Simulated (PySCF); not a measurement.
C₅H₉N.
Geometry (GFN2-xTB, Å), atoms numbered from 1 in this order:
```
atom  x, y, z in Å
N1    -2.025   -0.566   -0.697
C2    -0.924   -1.025    0.137
C3    -0.232    0.097    0.900
C4     1.243    0.174    1.150
C5     1.694    0.276   -0.273
C6     0.596    1.155    0.233
H7    -1.674    0.092   -1.386
H8    -2.707   -0.072   -0.129
H9    -0.228   -1.560   -0.510
H10   -1.329   -1.744    0.856
H11   -0.857    0.463    1.717
H12    1.795    0.271    2.061
H13    2.656    0.742   -0.450
H14    1.478   -0.518   -0.975
H15    0.508    2.222    0.243
```

Theory: PySCF 2.14.0, delta-SCF UKS SCAN, pcX-2 on the ionised atom, pcseg-1 elsewhere, spin-free X2C. Each binding energy is the total energy of the core-ionised species, with the hole localised on one atom, minus that of the ground state; both are solved self-consistently, so orbital relaxation is included.

Some binding energies are withheld.

| atom(s) | bonded to | level | binding energy (eV) |
| --- | --- | --- | --- |
| C2 | N, C and 2 H | C 1s | 291.09 |
| C3 | 3 C and H | C 1s | ? |
| C4/C6 | 3 C and H | C 1s | ? |
| C5 | 2 C and 2 H | C 1s | 290.88 |
| N1 | C and 2 H | N 1s | 404.67 |

(1) Fill in C 1s for C4/C6.

(2) Fill in C 1s for C3.

## Answers

(1) 290.65 eV (sp3 carbon at a ring junction). The nearest listed C 1s value is that of C5; the shift against it is -0.23 eV.

(2) 290.77 eV (three-membered-ring carbon). The nearest listed C 1s value is that of C5; the shift against it is -0.11 eV.

Lowest listed C 1s: C4/C6, bonded to 3 C and H. Highest, 0.44 eV above it: C2, bonded to N, C and 2 H. The widest gap between neighbouring values is 0.21 eV, between 290.88 and 291.09 eV. Summing the Pauling electronegativity differences to the bonded atoms, each weighted by its formal bond order, gives -0.35 for the lowest site and -0.21 for the highest; no listed site has a larger sum than the highest. The smallest sum, -0.70, belongs to C5, 0.23 eV above the lowest.

**Question.** Which photon wavelength matches the N 1s of N1 threshold?

**Answer.** λ = hc/E = 12398.42 eV Å / 404.67 eV = 30.638 Å.

Topologically equivalent atoms share the value of their first member; where this conformer doesn't relate them by symmetry, their own values could differ. The structure is a single GFN2-xTB conformer in the gas phase; no vibrational or solvent corrections.
